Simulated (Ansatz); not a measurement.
The input, for Ansatz 0.2.0:

```yaml
crystal:
  periodic: [false, false, false]
  atoms:
    - {symbol: B, position_ang: [0.083220, -0.275274, 1.610402]}
    - {symbol: B, position_ang: [-0.081654, 0.463634, 0.161285]}
    - {symbol: F, position_ang: [-0.005034, -0.191023, -1.019776]}
    - {symbol: H, position_ang: [0.078075, 1.580230, 0.218668]}
basis:
  gaussian: {orbitals: 6-31G}
magnetization: {spin_polarized: true, initial_magnetization: 2}
hamiltonian: {xc: hf}
scf: {lower_state_search: light}
output: {orbitals: {seedname: orbitals}}
```

```sh
$ ansatz run in.yaml --threads 1 --pin off --events-out ev --progress --plain --max-ram 2393MiB
```

Log:

```
359 factors; integrals over basis functions are off by at most 2.2e-4 eV
mean field evaluation 1: about -4058.9466 eV, gradient 1.6e1 eV
mean field evaluation 2: about -4059.0325 eV, gradient 1.6e1 eV
mean field evaluation 4: about -4061.0161 eV, gradient 3.2e0 eV
mean field evaluation 8: about -4061.4550 eV, gradient 3.9e-1 eV
mean field evaluation 16: about -4060.1364 eV, gradient 5.1e0 eV
mean field evaluation 32: about -4060.9745 eV, gradient 1.9e0 eV
mean field evaluation 64: about -4061.1539 eV, gradient 1.8e0 eV
mean field -4061.45988558 eV, -149.2558978388 hartree, gradient 3.6e-5 eV, S^2 2.001247; 2 other end points of the search recorded, 0 dependent functions left out
reference -4061.45988558 eV, -149.2558978388 hartree; 11, 9 occupied and 18, 20 virtual orbitals, 359 factors
Total energy: -4061.45988558 eV, -149.2558978388 hartree
```

Ran on 1 thread of Intel Xeon, shared host: 1.7 s wall, 0.08 GiB peak host memory.
